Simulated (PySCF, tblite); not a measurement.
**methanethiol and 2 × hydrogen fluoride**

A gas-phase complex of methanethiol and 2 × hydrogen fluoride; neutral, singlet. The structure comes from a short search (6 tight-binding starts) and was relaxed by PBE0-D3(BJ)/def2-SVPD; another way of binding may lie lower. No frequency run checks that it is a minimum.

| part | name | SMILES | atoms | charge | multiplicity |
| --- | --- | --- | --- | --- | --- |
| 1 | methanethiol | CS | 1–6 | 0 | 1 |
| 2 | hydrogen fluoride | F | 7–8 | 0 | 1 |
| 3 | hydrogen fluoride | F | 9–10 | 0 | 1 |

Coordinates in Å:
```
C1     -0.256    0.444    0.429
S2      1.535    0.737    0.525
H3     -0.792    1.394    0.327
H4     -0.495   -0.232   -0.401
H5     -0.542   -0.028    1.377
H6      1.714    1.161   -0.746
F7      2.193   -2.055   -0.227
H8      2.086   -1.156    0.102
F9      0.382   -1.825   -2.041
H10     1.071   -2.052   -1.446
```

```json
{"contact": "H10···F7", "kind (by geometry)": "hydrogen bond", "distance (Å)": "1.657", "angle (°)": "165"}
{"contact": "H8···S2", "kind (by geometry)": "hydrogen bond", "distance (Å)": "2.016", "angle (°)": "168"}
{"contact": "H4···F9", "kind (by geometry)": "C–H hydrogen bond", "distance (Å)": "2.448", "angle (°)": "146"}
```

Interaction energies are complex less parts, with the parts frozen as they stand in it; counterpoise-corrected, in kcal/mol (PySCF).

Problem. Give the interaction energy at each level run.

Solution. 
```
                  level  interaction  superposition error removed
wB97M-D3(BJ)/def2-TZVPD       -16.75                        -0.22
 PBE0-D3(BJ)/def2-TZVPD       -18.91                        -0.19
```

Problem. What holds them together? Decompose the wB97M-D3(BJ)/def2-TZVPD energy: frozen parts, their antisymmetrised product, then relaxation.

Solution. electrostatic -26.0, Pauli repulsion +31.1, orbital relaxation -19.9, dispersion correction -2.2 kcal/mol, which sum to the value before the counterpoise correction; the Pauli term holds the exchange-correlation of the frozen density too. Of the attraction, 54 % is electrostatic, 41 % is orbital relaxation, 5 % is dispersion correction.

The parts were also relaxed and run alone, at the levels used for the complex: shieldings by PBE0/pcSseg-2.

Values alone: F9–H10 bond (Å): 0.920; shielding of H10 (ppm): 29.19; shielding of F7 (ppm): 410.9; shielding of H8 (ppm): 29.19; shielding of S2 (ppm): 627.1.

Problem. What does binding change?

Solution. 
```json
{"property": "F9–H10 bond (Å)", "alone": "0.920", "in the complex": "0.938", "change": "+0.018"}
{"property": "shielding of H10 (ppm)", "alone": "29.19", "in the complex": "24.49", "change": "-4.70"}
{"property": "shielding of F7 (ppm)", "alone": "410.9", "in the complex": "344.1", "change": "-66.8"}
{"property": "shielding of H8 (ppm)", "alone": "29.19", "in the complex": "21.70", "change": "-7.49"}
{"property": "shielding of S2 (ppm)", "alone": "627.1", "in the complex": "625.9", "change": "-1.2"}
```
